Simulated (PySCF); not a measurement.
**Working with the constants of PN⁺**

ROHF-CCSD(T) constants of PN⁺, ²Σ⁺ (doublet), unpaired electrons σ ↑ (PySCF, no relativity, basis sets P aug-pcseg-1, N aug-pcseg-1; masses 30.9738 and 14.0031 u):

* ωe: 1261.2 cm⁻¹
* ωexe: 8.37 cm⁻¹
* Be: 0.76482 cm⁻¹
* αe: 0.00619 cm⁻¹
* D (centrifugal): 1.13e-06 cm⁻¹
* De to P⁺ + N: 4.02 eV

Q: Give the vibrational terms G(v) and spacings up to v = 6.

A: G(v) = ωe(v+½) − ωexe(v+½)².

| v | G(v) (cm⁻¹) | G(v) − G(v−1) | Bv (cm⁻¹) |
| --- | --- | --- | --- |
| 0 | 628.5 |  | 0.7617 |
| 1 | 1873.0 | 1244.5 | 0.7555 |
| 2 | 3100.7 | 1227.7 | 0.7493 |
| 3 | 4311.7 | 1211.0 | 0.7432 |
| 4 | 5505.9 | 1194.2 | 0.7370 |
| 5 | 6683.4 | 1177.5 | 0.7308 |
| 6 | 7844.2 | 1160.8 | 0.7246 |

Q: How well does the Morse estimate ωe²/(4ωexe) reproduce De, and what is D0?

A: It gives 5.89 eV, 147 % of the computed De. D0 = De − G(0) = 4.02 − 0.08 = 3.94 eV.

Correlated steps freeze 6 core orbitals. Correlated levels converge slowly with the basis: in double zeta they bind strong bonds too weakly, by up to about 1 eV, and carry superposition errors of some tenths. For an ion De counts to the pair picked by the measured ionisation energies or electron affinities, which need not be the lowest pair at this level. The CCSD T1 diagnostic is raised, a sign that a single reference may not be enough here. The state is the lowest determinant that a PBE0 search found; another state may lie lower at other levels.
